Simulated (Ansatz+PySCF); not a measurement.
singlet CH3O(-): levels of theory in one basis

```yaml
atoms:
  - { symbol: C, position_ang: [0.0000, 0.0000, -0.5080] }
  - { symbol: O, position_ang: [0.0000, 0.0000, 0.7814] }
  - { symbol: H, position_ang: [0.0000, -1.0305, -1.0677] }
  - { symbol: H, position_ang: [-0.8925, 0.5153, -1.0677] }
  - { symbol: H, position_ang: [0.8925, 0.5153, -1.0677] }
```

Basis set: def2-SVP (spherical functions). Frozen core: 2 orbitals. Charge -1, multiplicity 1.

Computed with Ansatz (development build ahead of 0.2.0); each method stands on the lowest determinant of its kind that the runs found. NEVPT2 correlates all electrons. Active spaces start from the frontier orbitals, and the lowest solution found is given.

```csv
method,E − E(RHF) (eV),<S²> of the determinant
RHF,0.00,0.00
RHF-MP2,-9.33,–
RHF-CCSD,-9.88,–
RHF-CCSD(T),-10.13,–
"CASSCF(2,2)",-0.47,–
```

Task: What does SC-NEVPT2(2,2) give on the same scale?

Result: -9.40 eV. NEVPT2 here correlates all electrons, so it doesn't share the others' frozen core.

Task: Is a single determinant a sound starting point here?

Result: By this sign, yes. Unrestricted orbitals gain 0.00 eV and <S²> is 0.00 against 0.00 for a pure state. The CASSCF(2,2) natural occupations are 1.98, 0.02.

Caution: no diffuse functions for an anion.
